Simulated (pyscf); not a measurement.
Single points on ωB97X-D3(BJ)/def2-SVP structures (PySCF, gas phase).

Problem. H₃Si–PH₂ + GaH₃ -> H₃Si–PH–GaH₂ + H₂
Surface: singlet. Broken: H–P, Ga–H. Formed: Ga–P, H–H. Give ΔE‡ and ΔE from ωB97M-D3(BJ)/def2-TZVP, relative to the separated reactants.

Solution. ΔE‡ = 0.92 eV, ΔE = -0.36 eV. Zero-point energy shifts the barrier by +0.04 eV. It is a four-centre exchange, with an imaginary mode of 1322i cm⁻¹. On the reactant side the descent ends in a complex, 0.24 eV under the separated species and 0.94 eV under the saddle at ωB97X-D3(BJ)/def2-TZVP. At the saddle there is also a short Ga–H contact that neither side keeps. At ωB97X-D3(BJ) the barrier from the zero used here is 0.70 eV. This is the saddle that the search found; another between the same sides may lie lower. Elements up to Kr have no core potential and no relativistic terms here.
